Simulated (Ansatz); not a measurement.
**SiH3 (doublet): from Hartree-Fock to the top rungs at distance Si1–H4 = 1.170 Å, 6-31G**

How much of the correlation energy of SiH3 (doublet) does each wave-function method recover here?

Computed with Ansatz 0.2.0, Gaussian basis. Level: 6-31G, core rule «outside noble gas», up to 5 orbitals frozen.

To be run: UHF; CCSD(T) on ROHF; CCSD(T) on UHF; BCCD(T) on ROHF; CISD; CCSDT(Q) on ROHF; CCSDT(Q) on UHF; CISDTQ; CCSDTQ on ROHF; CCSDTQ on UHF; CASSCF and MRCISD+Q, 3 electrons in 3 orbitals; CASSCF and NEVPT2, 3 electrons in 3 orbitals; CASSCF and MRCISD+Q, 7 electrons in 7 orbitals; CASSCF and NEVPT2, 7 electrons in 7 orbitals; Full CI.

17 further runs of the same task are left out: 12 that didn't finish, 5 set aside as unsound or not needed.

### 1 The system

The geometry derives from a PBE0/def2-TZVP stationary point (not a proven minimum). One bond is set to the value named and the two fragments are kept rigid.

4 atoms, charge 0, spin multiplicity 2.

Atoms are counted from 1 here; the program's logs count them from 0.

Bond lengths: Si1–H2 1.486 Å, Si1–H3 1.486 Å, Si1–H4 1.170 Å. Angles: H2–Si1–H3 111.3°, H2–Si1–H4 111.3°, H3–Si1–H4 111.3°.

### 2 UHF

Input file in.yaml:

```yaml
crystal:
  periodic: [false, false, false]
  atoms:
    - {symbol: Si, position_ang: [-0.004712, -0.008556, -0.040635]}
    - {symbol: H, position_ang: [1.410546, 0.006098, 0.412220]}
    - {symbol: H, position_ang: [-0.725859, 1.211524, 0.406132]}
    - {symbol: H, position_ang: [-0.553391, -0.979203, 0.313901]}
basis:
  gaussian: {orbitals: 6-31G}
magnetization: {spin_polarized: true, initial_magnetization: 1}
hamiltonian: {xc: hf}
output: {orbitals: {seedname: orbitals}}
```

Command:

```sh
> ansatz run in.yaml --threads 1 --pin off --events-out ev --progress --plain --max-ram 2393MiB
```

Further steps of the session: CCSD(T) on ROHF; CCSD(T) on UHF; BCCD(T) on ROHF; CISD; CCSDT(Q) on ROHF; CCSDT(Q) on UHF; CISDTQ; CCSDTQ on ROHF; CCSDTQ on UHF; CASSCF and MRCISD+Q, 3 electrons in 3 orbitals; CASSCF and NEVPT2, 3 electrons in 3 orbitals; CASSCF and MRCISD+Q, 7 electrons in 7 orbitals; CASSCF and NEVPT2, 7 electrons in 7 orbitals; Full CI.

**Question.** What will the summary of the whole plan be? Wanted: FCI below the RHF energy; RMP2 from FCI; UMP2 from FCI; RCCSD from FCI; RCCSD(T) from FCI; UCCSD(T) from FCI; RCCSDT(Q) from FCI; UCCSDT(Q) from FCI; NEVPT2 pair from FCI.

As calculated:

| quantity | value |
| --- | --- |
| FCI below the RHF energy | -1.8143 eV |
| RMP2 from FCI | +531.7 meV |
| UMP2 from FCI | +522.8 meV |
| RCCSD from FCI | +24.8 meV |
| RCCSD(T) from FCI | +7.5 meV |
| UCCSD(T) from FCI | +7.5 meV |
| RCCSDT(Q) from FCI | +0.2 meV |
| UCCSDT(Q) from FCI | +0.1 meV |
| NEVPT2 pair from FCI | +421.3 meV |
| MRCISD+Q pair from FCI | -4.5 meV |
| NEVPT2 valence from FCI | +171.6 meV |
| levels within 1 kcal/mol (43 meV) | RCCSD, UCCSD, RCCSD(T), UCCSD(T), BCCD(T), RCCSDT, UCCSDT, CISDTQ, RCCSDT(Q), UCCSDT(Q), RCCSDTQ, UCCSDTQ, MRCISD pair, MRCISD+Q pair, MRCISD valence, MRCISD+Q valence |
| T1 diagnostic | 0.013 |
| effectively unpaired electrons | 1.02 |

**Reading.** RCCSD(T) lands +7.5 meV from the yardstick (0.4 % of the correlation energy). MRCISD+Q pair falls below full CI: the +Q correction isn't variational, and the cores differ from full CI's. One determinant dominates. Of the multireference levels listed MRCISD+Q pair comes nearest in total energy (-4.5 meV), which doesn't show that its space is the better one. These misses are within one basis, not against nature; the frozen cores of restricted and unrestricted runs differ, which can shift their rows.
